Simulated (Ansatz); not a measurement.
A made-up structure of CH5AlSi, closed shell:

| atom | x (Å) | y (Å) | z (Å) |
| --- | --- | --- | --- |
| Al1 | 1.1923 | -0.8441 | 0.4327 |
| C2 | 0.4084 | 0.6423 | 0.1429 |
| Si3 | -1.3887 | 0.6226 | -0.5017 |
| H4 | -1.9967 | -0.6432 | -0.7128 |
| H5 | -2.1049 | 1.8200 | -0.7656 |
| H6 | 0.9555 | 1.5629 | 0.3337 |
| H7 | 2.6133 | -1.0185 | 0.9435 |
| H8 | 0.4931 | -2.1716 | 0.1893 |

It is relaxed with PBE-D4/def2-SVP and then PBE0-D4/def2-TZVP (Ansatz 0.2.0). Atoms count as bonded within 1.22 times the sum of their covalent radii (H–H: 0.88 Å). The end point is not checked to be a true minimum.

(1) Does its bonding change? (Judge from chemistry; the calculation decides.)

Results:

(1) The calculation gives: No: no bond forms or breaks.

Where it ends: The first stage lowers the energy by 1.25 eV in 8 steps. It ends as CH₅AlSi ([AlH2][CH][SiH2]):
Al1  (1.231, -0.958, 0.447)
C2  (0.336, 0.696, 0.116)
Si3  (-1.269, 0.659, -0.459)
H4  (-1.973, -0.619, -0.703)
H5  (-2.111, 1.842, -0.768)
H6  (0.808, 1.662, 0.279)
H7  (2.725, -1.012, 0.983)
H8  (0.424, -2.299, 0.165)
(Å)

Labels in which every atom is bracketed show which atoms are joined, not bond orders.

For scale, one of the runs: PBE0-D4/def2-TZVP relaxation, 135 basis functions, launched by `ansatz run in.yaml --threads 2 --pin off --events-out ev --progress --plain --max-ram 4352MiB`. Hardware: 2 CPU threads of an Arm Neoverse V2, shared host. Wall time about 21 s.
